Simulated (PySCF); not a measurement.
Löwdin shares of the frontier orbitals

Species: butyryl chloride, C₄H₇ClO.
Z-matrix (Å and degrees, GFN2-xTB geometry), rows numbered from 1:
```
C 
C   1  1.5229
C   2  1.5289  1  111.37
C   3  1.4898  2  111.83  1   179.93
O   4  1.1824  3  129.21  2     0.19
Cl  4  1.7822  3  111.35  2  -179.88
H   1  1.0877  2  110.78  3   -60.23
H   1  1.0877  2  110.74  3    60.01
H   1  1.0868  2  110.19  3   179.88
H   2  1.0908  1  109.87  3   121.03
H   2  1.0908  1  109.83  3  -120.95
H   3  1.0930  2  110.77  1    59.10
H   3  1.0931  2  110.69  1   -59.27
```

Theory: TDDFT PBE0/def2-SVPD, vertical, gas phase, core orbitals frozen in the response in PySCF.

Kohn–Sham orbitals with the atoms that hold most of them (Löwdin shares over 4%, at most four atoms; ? is withheld):

```csv
orbital,ε (eV),atoms
HOMO-3,-9.97,"C2 26%, C1 17%, H11 11%, H10 11%"
HOMO-2,-9.33,"Cl6 74%, O5 10%, C4 9%"
HOMO-1,-9.12,?
HOMO,?,?
LUMO,-1.11,"C4 40%, O5 33%, Cl6 11%, C3 8%"
LUMO+1,0.44,"C1 17%, C3 12%, C2 12%, Cl6 10%"
LUMO+2,0.70,"Cl6 56%, C4 21%, O5 7%, C3 7%"
```

Problem. Give the leading atoms of the HOMO-1.

Solution. Cl6 (bonded to C) 71%; C3 (bonded to 2 C and 2 H) 8%; C4 (bonded to C, Cl and O) 7%; C2 (bonded to 2 C and 2 H) 5%. By element: chlorine 71%, carbon 21% or more.

Problem. Give the leading atoms of the HOMO.

Solution. O5 (bonded to C) 54%; Cl6 (bonded to C) 28%; C4 (bonded to C, Cl and O) 7%; C3 (bonded to 2 C and 2 H) 7%. By element: oxygen 54%, chlorine 28%, carbon 15% or more.

Problem. What is the HOMO energy, and the HOMO–LUMO gap?

Solution. ε(HOMO) = -8.60 eV; the gap is 7.50 eV (0.2756 hartree).

Problem. How does S1 compare with the orbital gap of 7.50 eV?

Solution. S1 is at 5.23 eV (f = 0.0000), 2.27 eV below the gap, made of HOMO→LUMO (98%). Without the coupling terms of the response equations the lowest excitation would equal the gap.

Problem. Give energy, strength and leading configuration of S1, S2, S3 and S6, and follow the Löwdin shares of the leading atoms from the occupied to the empty orbital.

Solution. 
- S1 (5.23 eV, f 0.0000), HOMO→LUMO (98%): O5 54% → 33%, Cl6 28% → 11%, C4 7% → 40%; low, almost dark, from the terminal oxygen into the C=O bond, the pattern of n→π*
- S2 (6.37 eV, f 0.0002), HOMO-1→LUMO (98%): Cl6 71% → 11%, C3 8% → 8%, C4 7% → 40%, O5 at most 6% → 33%
- S3 (6.88 eV, f 0.015), HOMO-2→LUMO (84%): Cl6 74% → 11%, O5 10% → 33%, C4 9% → 40%
- S6 (7.98 eV, f 0.049), HOMO→LUMO+1 (84%): O5 54% → at most 10%, Cl6 28% → 10%, C1 at most 4% → 17%, C3 7% → 12%

Löwdin shares depend on the basis, the more so with diffuse functions.

One conformer stands for the species.
